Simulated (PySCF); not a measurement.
Do core-level shifts follow atomic charges?

C3H3FN (charge -1).
Numbering: `[CH3:1][C-:2]([F:3])[C:4]#[N:5]`

Binding energies: delta-SCF UKS SCAN, pcX-2 on the ionised atom, pcseg-1 elsewhere, spin-free X2C (PySCF). Charges: PBE0/pcSseg-1 ground-state density, for the ionised atom.

| atom | environment | C 1s (eV) | Mulliken (e) | IAO (e) | Hirshfeld (e) | ESP (e) |
| --- | --- | --- | --- | --- | --- | --- |
| C4 | carbon bonded to C and N | 285.55 | -0.018 | +0.074 | -0.053 | +0.623 |
| C2 | carbon bonded to 2 C and F | 285.82 | -0.042 | -0.118 | -0.149 | -0.798 |
| C1 | methyl carbon | 286.23 | -0.278 | -0.393 | -0.163 | +0.215 |

Give the correlation coefficient and slope of binding energy on charge for each scheme.

ESP: r = -0.16, slope -0.1 eV per e; Hirshfeld: r = -0.86, slope -4.9 eV per e; Mulliken: r = -0.95, slope -2.3 eV per e; IAO: r = -1.00, slope -1.5 eV per e. On 3 points no scheme stands out.

The point-charge model writes a binding energy as kq + V + constant, with V the potential of the other atoms' charges at the site. What does it give with the IAO charges?

V = Σ 14.40 eV Å × q/r over all other atoms: -10.23 eV at C4, -7.58 eV at C2, -1.10 eV at C1. Fitting binding energy − V to q gives k = 18.4 eV per e and leaves an rms residual of 0.51 eV, against 0.01 eV for the fit on q alone. The model has no term for differences in relaxation between sites.

The species carries charge -1, so core ionisation leaves a neutral species. The basis sets have no added diffuse functions. Geometry: PBE0-D3(BJ)/def2-SVP; no solvent, vibrations or thermal averaging.
